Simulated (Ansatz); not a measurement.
This Ansatz (an electronic-structure program) input (PBE0/aug-cc-pV(T+d)Z) gives -460.67438 Eh with 78 basis functions. A basis named .json is the Basis Set Exchange file of that set (core-valence sets with the plain set on hydrogen).

Ansatz 0.2 input:
```yaml
crystal:
  periodic: [false, false, false]
  atoms:
    - {symbol: Cl, position_ang: [-0.00000000, -0.00000000, -0.07122178]}
    - {symbol: H, position_ang: [0.00000000, 0.00000000, 1.21077034]}
basis:
  gaussian:
    orbitals: aug-cc-pV_T+d_Z.json
    fitting: {mean_field: def2-SV_P_-JKFIT.json}
hamiltonian:
  xc: {name: PBE0}
magnetization: {spin_polarized: false}
```

Change:
```diff
- fitting: {mean_field: def2-SV_P_-JKFIT.json}
+ final_grid: {core_spheres: 18, valence_spheres: 15, degree: 47}
```

Q: What does the run give now?

A: -460.67436 Eh (PBE0/aug-cc-pV(T+d)Z, 78 functions), a change of +0.02 mEh.
